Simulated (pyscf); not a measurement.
`[NH2][Ga]([NH2])[NH2]` + `[CH3]` [doublet] → `[NH][Ga]([NH2])[NH2]` [doublet] + `[CH4]` (hydrogen abstraction; doublet surface; H–N broken, C–H formed). Structures and frequencies: ωB97X-D3(BJ)/def2-SVP in PySCF. Energies in kJ/mol from the separated reactants.

| level | barrier | reaction energy |
|---|---|---|
| ωB97X-D3(BJ)/def2-TZVP | 61.5 | +15.2 |
| PBE/def2-TZVP | 33.1 | +13.6 |
| PBE0-D3(BJ)/def2-TZVP | 50.6 | +17.5 |
| M06-2X/def2-TZVP | ? | +24.1 |
| ωB97M-D3(BJ)/def2-TZVP | 66.9 | +18.2 |
| HF/def2-TZVP | ? | ? |

Problem. What belongs in the gaps?

Solution. 
- M06-2X/def2-TZVP, barrier: 68.5
- HF/def2-TZVP, barrier: 138.2
- HF/def2-TZVP, reaction energy: +6.0

The functionals in the table span 35.4 kJ/mol in this barrier, from PBE to M06-2X. One saddle was located; it need not be the lowest between these sides. The angle at the transferred H is 165°. Elements up to Kr have no core potential and no relativistic terms here.
